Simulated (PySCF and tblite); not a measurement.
The numbers below are computed, except where a source is named.
System: C₅H₁₀S, numbered as in [CH3:1][C@H:2]1[CH2:3][CH2:4][S:5][CH2:6]1.

Motion: inversion of the 5-membered ring (2–3–4–5–6). GFN2-xTB gives an electronic barrier of 2.4 kcal/mol and a reaction energy of 0.5 kcal/mol.

**Question.** What does PBE0/pcSseg-1 + D3(BJ), IEF-PCM cyclohexane give on GFN2-xTB geometries?

**Answer.** A barrier of 2.9 kcal/mol, 0.5 above the tight-binding barrier (from unrounded values), a reaction energy of 0.1 kcal/mol and, with GFN2-xTB thermal terms, ΔG‡(298 K) = 3.5 kcal/mol and k = 1.7×10¹⁰ s⁻¹ (1 equivalent path).

Programs: tblite and PySCF.
